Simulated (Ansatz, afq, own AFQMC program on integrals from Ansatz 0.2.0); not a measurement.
Integrals from Ansatz 0.2.0, then the random walk in our own AFQMC program (afq).

```yaml
crystal:
  periodic: [false, false, false]
  atoms:
    - {symbol: Al, position_ang: [0.000000, -1.774061, -0.079238]}
    - {symbol: Ge, position_ang: [0.000000, 0.310737, 1.218733]}
    - {symbol: Ga, position_ang: [0.000000, 0.362792, -1.239057]}
basis:
  gaussian: {orbitals: cc-pVDZ}
magnetization: {spin_polarized: false, initial_magnetization: 2}
correlation: {method: ccsd_t, electrons: outside_noble_gas, hamiltonian_folder: ham}
```

```sh
$ ansatz run in.yaml --threads 1 --pin off --events-out ev --progress --plain --max-ram 1843MiB
```

Options of the walk:

```
--method free --trial cisd --walkers 60 --time-step 0.03 --max-blocks 80 --target-error 0.00038 --factor-cut 1e-05 --seed 9874 --times 0,0.21,0.42,0.81,1.2,1.8,2.4,3 --taylor-order 8
```

Times are imaginary, in 1/Eh. The walk had a cap of 1362 s. Filled inner d shells are frozen with the cores.

afq prints:

```
orbitals 39  electrons 6 4  factors 332 of 835
reference energy -4240.40748859 Eh
CCSD correlation -0.21090860 Eh in 18 cycles, weight of the determinant in the CISD state 0.8091
repeat  energy at the last time / Eh  error
    10  -4240.637103  0.001423
    20  -4240.635675  0.001079
    30  -4240.635939  0.000853
    40  -4240.635409  0.000774
    50  -4240.635556  0.000687
    60  -4240.635230  0.000645
    70  -4240.635554  0.000601
    80  -4240.635319  0.000557
time / (1/Eh)  energy / Eh  error  mean overlap
  0.00  -4240.618538  0.000201  1.2364
  0.21  -4240.622710  0.000217  1.2415
  0.42  -4240.625907  0.000298  1.2418
  0.81  -4240.629916  0.000324  1.2357
  1.20  -4240.632236  0.000381  1.2273
  1.80  -4240.633605  0.000408  1.2393
  2.40  -4240.634883  0.000489  1.2498
  3.00  -4240.635319  0.000557  1.2598
energy -4240.635319 +/- 0.000557 Eh
```

The run failed at least one of its tests; the cautions name the faults.

Against this walk (error 15.2 meV) on the same determinant: CCSD(T) 52.6 meV higher, CCSDT(Q) 28.1 meV lower (within the noise). The error is statistical, and a free projection of finite length keeps a remainder of its start. None of these is a sure reference here. The projection is still falling at its last time (meV from the last point: 147 ± 9 at 0.81, 84 ± 10 at 1.20, 47 ± 11 at 1.80, 12 ± 13 at 2.40, 0 ± 15 at 3.00), so its energy is a cut-off value, and the gaps above aren't errors of the other methods.

Cautions: remainder of the start not in the error; start not forgotten; error above the target (15.2 against 10.3 meV); no relativity below Rb; no spin-orbit coupling; inner d shell frozen; another spin lies lower; a spin-contaminated unrestricted determinant lies lower (UHF 415 meV lower, ⟨S²⟩ 2.33); (T) is large, 7 % of the CCSD correlation.

The walk took 5.5 min on 1 thread of Intel(R) Xeon(R) 6975P-C (Granite Rapids), on a shared host. The log's last line is the free-projection energy.

CCSDT and higher add their correlation energy to the determinant of the CCSD(T) run, since their own runs factorise the integrals more tightly (a shift of under 2 meV). A walk keeps the symmetry of its determinant, which the program's search chose and which needn't be the lowest solution, so a lower state of the same spin and another symmetry isn't excluded.
